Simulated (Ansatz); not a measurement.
We consider fluorite CeO2, described by PBE+SOC (Ansatz, a quantum-chemistry and plane-wave program, PAW).

Numerical settings: plane-wave cutoff 520 eV, 12×12×12 k mesh, Fermi–Dirac smearing 0.01 eV, PAW data made under PBE.

Equation-of-state points:

```tsv
V (Å³/atom)	E − E_lowest (meV/atom)	P (GPa)
12.774	29.73	12.35
13.045	12.72	7.78
13.317	3.06	3.68
13.589	0.00	0.00
13.861	2.84	-3.29
14.133	10.98	-6.25
14.404	23.87	-8.89
```

Task: Fit the third-order Birch–Murnaghan equation and give B0 and B′.

Result: V0 = 13.589 Å³/atom, B0 = 174 GPa, B′ = 4.5 (fit to the energies at full precision).

Measured, for comparison: bulk modulus 220 ± 9 GPa (room temperature, no zero-point or thermal correction, our sources range from 220 to 230; as tabulated in High Pressure Brillouin Spectroscopy and X-ray Diffraction of Cerium Dioxide …); equilibrium volume per atom 13.06 Å³/atom (0 K, extrapolated to 0 K; as tabulated in Stimac et al. (2024), arXiv:2411.06536). Computed (rounded) less measured: bulk modulus -21 % (-21 % to -24 % over the range), equilibrium volume per atom +4.1 %.

Computing time: around 6 core-minutes (rough).
